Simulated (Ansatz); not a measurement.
SnI₄ (Pa-3, No. 205) was calculated with LDA in Ansatz (plane waves, PAW).

Numerical settings: plane-wave cutoff 520 eV, 4×4×4 k mesh, Fermi–Dirac smearing 0.01 eV, scalar-relativistic PAW data made under PBE.

Cell (relaxed at this level):

```cif
data_I32Sn8
_chemical_formula_sum 'Sn8 I32'
_space_group_name_H-M_alt 'P 1'
_space_group_IT_number 1
_cell_length_a 11.71757
_cell_length_b 11.71757
_cell_length_c 11.71757
_cell_angle_alpha 90.000
_cell_angle_beta 90.000
_cell_angle_gamma 90.000
loop_
_space_group_symop_operation_xyz
  'x, y, z'
loop_
_atom_site_label
_atom_site_type_symbol
_atom_site_fract_x
_atom_site_fract_y
_atom_site_fract_z
_atom_site_occupancy
Sn1 Sn 0.12784 0.12784 0.12784 1
Sn2 Sn 0.37216 0.87216 0.62784 1
Sn3 Sn 0.62784 0.37216 0.87216 1
Sn4 Sn 0.87216 0.62784 0.37216 1
Sn5 Sn 0.87216 0.87216 0.87216 1
Sn6 Sn 0.62784 0.12784 0.37216 1
Sn7 Sn 0.37216 0.62784 0.12784 1
Sn8 Sn 0.12784 0.37216 0.62784 1
I1 I 0.25948 0.25948 0.25948 1
I2 I 0.24052 0.74052 0.75948 1
I3 I 0.75948 0.24052 0.74052 1
I4 I 0.74052 0.75948 0.24052 1
I5 I 0.74052 0.74052 0.74052 1
I6 I 0.75948 0.25948 0.24052 1
I7 I 0.24052 0.75948 0.25948 1
I8 I 0.25948 0.24052 0.75948 1
I9 I 0.99945 0.99397 0.26142 1
I10 I 0.50055 0.00603 0.76142 1
I11 I 0.49945 0.50603 0.73858 1
I12 I 0.00055 0.49397 0.23858 1
I13 I 0.26142 0.99945 0.99397 1
I14 I 0.76142 0.50055 0.00603 1
I15 I 0.73858 0.49945 0.50603 1
I16 I 0.23858 0.00055 0.49397 1
I17 I 0.99397 0.26142 0.99945 1
I18 I 0.00603 0.76142 0.50055 1
I19 I 0.50603 0.73858 0.49945 1
I20 I 0.49397 0.23858 0.00055 1
I21 I 0.00055 0.00603 0.73858 1
I22 I 0.49945 0.99397 0.23858 1
I23 I 0.50055 0.49397 0.26142 1
I24 I 0.99945 0.50603 0.76142 1
I25 I 0.73858 0.00055 0.00603 1
I26 I 0.23858 0.49945 0.99397 1
I27 I 0.26142 0.50055 0.49397 1
I28 I 0.76142 0.99945 0.50603 1
I29 I 0.00603 0.73858 0.00055 1
I30 I 0.99397 0.23858 0.49945 1
I31 I 0.49397 0.26142 0.50055 1
I32 I 0.50603 0.76142 0.99945 1
```

Task: Give the computed band gap.

Result: 
- band gap = 1.53 eV (on the SCF k mesh)

Note: the relaxation could not lower the start's symmetry, so the cell can be a saddle point above a distorted one; the volume lies 12 % below that of the published cell.

Spin–orbit coupling is not included; with these elements it can move the gap by several tenths of an eV or more.

The computed numbers hold no vibrational or temperature effects.

Ansatz is a first-principles code.
